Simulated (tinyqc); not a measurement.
Pariser-Parr-Pople SCF with singles CI, for the molecule c1ccccc1 (SMILES; centres numbered as the heavy atoms are written), step by step. Computed by tinyqc, a small Python program that keeps every step. Settings: charge = 0, gamma = Ohno, start = core, damping = 0, iteration cap = 52, excitations kept = 9. Command: `OMP_NUM_THREADS=1 python tinyqc.py 21540 21541 out.jsonl` (the two numbers bound the seeds that draw the settings). One thread of a shared host (Intel(R) Xeon(R) Processor @ 2.60GHz), about 0.01 s of CPU time with the checks. Later iterations appear only in the table of the cycle.

## PPP integrals

Centres (angstrom, eV; a flat drawing with bonds scaled to 1.40 angstrom):

| centre | x | y | core charge z | W | gamma_rr |
|---|---|---|---|---|---|
| 1C | 1.40000 | 0.00000 | 1 | 11.16000 | 11.13000 |
| 2C | 0.70000 | 1.21200 | 1 | 11.16000 | 11.13000 |
| 3C | -0.70000 | 1.21200 | 1 | 11.16000 | 11.13000 |
| 4C | -1.40000 | 0.00000 | 1 | 11.16000 | 11.13000 |
| 5C | -0.70000 | -1.21200 | 1 | 11.16000 | 11.13000 |
| 6C | 0.70000 | -1.21200 | 1 | 11.16000 | 11.13000 |

Resonance integrals (eV):

| i | j | beta |
|---|---|---|
| 1 | 2 | -2.53000 |
| 2 | 3 | -2.53000 |
| 3 | 4 | -2.53000 |
| 4 | 5 | -2.53000 |
| 5 | 6 | -2.53000 |
| 6 | 1 | -2.53000 |

Ohno: gamma = 14.399645/sqrt(R^2 + a^2), a = 2 x 14.399645/(gamma_rr + gamma_ss); H_rr = -W_r - sum_(s != r) z_s gamma_rs; H_rs = beta for bonds.

repulsion gamma_rs (eV), lower triangle:
```
          1C        2C        3C        4C        5C        6C
1C  11.13000
2C   7.55496  11.13000
3C   5.23960   7.55386  11.13000
4C   4.66846   5.23960   7.55496  11.13000
5C   5.23960   4.66950   5.24070   7.55496  11.13000
6C   7.55496   5.24070   4.66950   5.23960   7.55386  11.13000
```

core matrix H (eV), lower triangle:
```
           1C         2C         3C         4C         5C         6C
1C  -41.41759
2C   -2.53000  -41.41863
3C    0.00000   -2.53000  -41.41863
4C    0.00000    0.00000   -2.53000  -41.41759
5C    0.00000    0.00000    0.00000   -2.53000  -41.41863
6C   -2.53000    0.00000    0.00000    0.00000   -2.53000  -41.41863
```

## Starting guess

pi electrons, sum of z_r less the charge = 6

Orbitals of the core matrix H.

P at the start, lower triangle:
```
          1C        2C        3C        4C       5C       6C
1C   0.99988
2C   0.66667   1.00006
3C  -0.00003   0.66667   1.00006
4C  -0.33333  -0.00003   0.66667   0.99988
5C  -0.00003  -0.33333   0.00006   0.66667  1.00006
6C   0.66667   0.00006  -0.33333  -0.00003  0.66667  1.00006
```

## Iteration 1: Fock matrix

F_rr = H_rr + P_rr gamma_rr / 2 + sum_(s != r) P_ss gamma_rs; F_rs = H_rs - P_rs gamma_rs / 2; E = tr P (H + F) / 2 + core repulsion sum_(r<s) z_r z_s gamma_rs.

F (eV), lower triangle:
```
          1C        2C        3C        4C        5C        6C
1C  -5.59469
2C  -5.04832  -5.59516
3C   0.00008  -5.04795  -5.59516
4C   0.77808   0.00008  -5.04832  -5.59469
5C   0.00008   0.77825  -0.00016  -5.04832  -5.59516
6C  -5.04832  -0.00016   0.77825   0.00008  -5.04795  -5.59516
```

pi energy = -81.35598 eV

## Iteration 1: orbitals and new P

Diagonalise F (the basis is taken as orthonormal) and form P = 2 sum c c over the lowest orbitals.

orbital energies (eV): -14.91320  -11.42158  -11.42120  0.23121  0.23157  3.72320

P after iteration 1, lower triangle:
```
          1C        2C        3C        4C       5C       6C
1C   0.99996
2C   0.66667   1.00002
3C  -0.00001   0.66665   1.00002
4C  -0.33330  -0.00001   0.66667   0.99996
5C  -0.00001  -0.33335   0.00002   0.66667  1.00002
6C   0.66667   0.00002  -0.33335  -0.00001  0.66665  1.00002
```

## Iteration 2: Fock matrix

As before.

F (eV), lower triangle:
```
          1C        2C        3C        4C        5C        6C
1C  -5.59489
2C  -5.04835  -5.59505
3C   0.00003  -5.04789  -5.59505
4C   0.77800   0.00003  -5.04835  -5.59489
5C   0.00003   0.77829  -0.00005  -5.04835  -5.59505
6C  -5.04835  -0.00005   0.77829   0.00003  -5.04789  -5.59505
```

pi energy = -81.35598 eV

## Iteration 2: orbitals and new P

As before.

orbital energies (eV): -14.91320  -11.42160  -11.42118  0.23118  0.23160  3.72320

P after iteration 2, lower triangle:
```
          1C        2C        3C       4C       5C       6C
1C   0.99999
2C   0.66668   1.00001
3C   0.00000   0.66664   1.00001
4C  -0.33329   0.00000   0.66668  0.99999
5C   0.00000  -0.33336   0.00001  0.66668  1.00001
6C   0.66668   0.00001  -0.33336  0.00000  0.66664  1.00001
```

## Iteration 3: Fock matrix

As before.

F (eV), lower triangle:
```
          1C        2C        3C        4C        5C        6C
1C  -5.59496
2C  -5.04836  -5.59502
3C   0.00001  -5.04787  -5.59502
4C   0.77798   0.00001  -5.04836  -5.59496
5C   0.00001   0.77830  -0.00002  -5.04836  -5.59502
6C  -5.04836  -0.00002   0.77830   0.00001  -5.04787  -5.59502
```

pi energy = -81.35598 eV

## Iteration 3: orbitals and new P

As before.

orbital energies (eV): -14.91320  -11.42161  -11.42117  0.23117  0.23161  3.72320

P after iteration 3, lower triangle:
```
          1C        2C        3C       4C       5C       6C
1C   1.00000
2C   0.66668   1.00000
3C   0.00000   0.66664   1.00000
4C  -0.33329   0.00000   0.66668  1.00000
5C   0.00000  -0.33336   0.00000  0.66668  1.00000
6C   0.66668   0.00000  -0.33336  0.00000  0.66664  1.00000
```

## Convergence

Stop when output and input P, before any damping, agree to 1e-7.

Course of the cycle:

| iteration | E (eV) | largest \|P(out) - P(in)\| |
|---|---|---|
| 1 | -81.3559840 | 8.01e-05 |
| 2 | -81.3559842 | 2.73e-05 |
| 3 | -81.3559842 | 9.31e-06 |
| 4 | -81.3559842 | 3.17e-06 |
| 5 | -81.3559842 | 1.08e-06 |
| 6 | -81.3559842 | 3.68e-07 |
| 7 | -81.3559842 | 1.26e-07 |
| 8 | -81.3559842 | 4.28e-08 |

Converged in 8 iterations.

## Converged orbitals

Charges are z - P_rr.

orbital energies (eV): -14.91320  -11.42161  -11.42117  0.23117  0.23161  3.72320

coefficients:
```
        MO1       MO2       MO3       MO4       MO5       MO6
1C  0.40826   0.57734   0.00000   0.00000   0.57734   0.40826
2C  0.40824   0.28869   0.50000   0.50000  -0.28869  -0.40824
3C  0.40824  -0.28869   0.50000  -0.50000  -0.28869   0.40824
4C  0.40826  -0.57734   0.00000   0.00000   0.57734  -0.40826
5C  0.40824  -0.28869  -0.50000   0.50000  -0.28869   0.40824
6C  0.40824   0.28869  -0.50000  -0.50000  -0.28869  -0.40824
```

pi charges: 1C 0.00000, 2C 0.00000, 3C 0.00000, 4C 0.00000, 5C 0.00000, 6C 0.00000

## Singles CI, singlets

Over the 9 single excitations with the smallest orbital gaps: A = (e_a - e_i) delta + 2 (ia|jb) - (ij|ab), with (pq|rs) = sum c_mp c_mq gamma_mn c_nr c_ns. f = 2/3 w |mu|^2 in atomic units, mu = sqrt2 sum c_ia sum_m c_mi c_ma R_m.

singlet CI matrix (eV), lower triangle:
```
         3>4       3>5      2>4       2>5      3>6      1>4       1>5      2>6
3>4  6.57749
3>5  0.00000   6.46746
2>4  0.00000  -1.21196  6.46746
2>5  1.10267   0.00000  0.00000   6.57791
3>6  0.00000   0.00000  0.00000   0.00000  9.24789
1>4  0.00000   0.00000  0.00000   0.00000  0.46061  9.24789
1>5  0.00000   0.00000  0.00000   0.00000  0.00000  0.00000   9.24826
2>6  0.00000   0.00000  0.00000   0.00000  0.00000  0.00000  -0.46148  9.24826
1>6  0.85167   0.00000  0.00000  -0.85242  0.00000  0.00000   0.00000  0.00000

          1>6
1>6  12.34889
```

singlet excitation energies (eV): 5.25550  5.26992  7.67941  7.68037  8.78678  8.78728  9.70851  9.70974  12.55400

oscillator strengths: 0.00000  0.00000  1.31602  1.31693  0.00000  0.00000  0.00000  0.00000  0.00000

## Singles CI, triplets

Over the 9 single excitations with the smallest orbital gaps: A = (e_a - e_i) delta - (ij|ab), with (pq|rs) = sum c_mp c_mq gamma_mn c_nr c_ns.

triplet CI matrix (eV), lower triangle:
```
         3>4      3>5      2>4       2>5      3>6      1>4       1>5      2>6
3>4  4.50382
3>5  0.00000  5.00507
2>4  0.00000  0.25043  5.00507
2>5  0.25043  0.00000  0.00000   4.50498
3>6  0.00000  0.00000  0.00000   0.00000  8.24629
1>4  0.00000  0.00000  0.00000   0.00000  1.46222  8.24629
1>5  0.00000  0.00000  0.00000   0.00000  0.00000  0.00000   8.24681
2>6  0.00000  0.00000  0.00000   0.00000  0.00000  0.00000  -1.46294  8.24681
1>6  1.46222  0.00000  0.00000  -1.46294  0.00000  0.00000   0.00000  0.00000

          1>6
1>6  11.73836
```

triplet excitation energies (eV): 3.72038  4.75464  4.75483  5.25550  6.78387  6.78406  9.70851  9.70974  12.27195
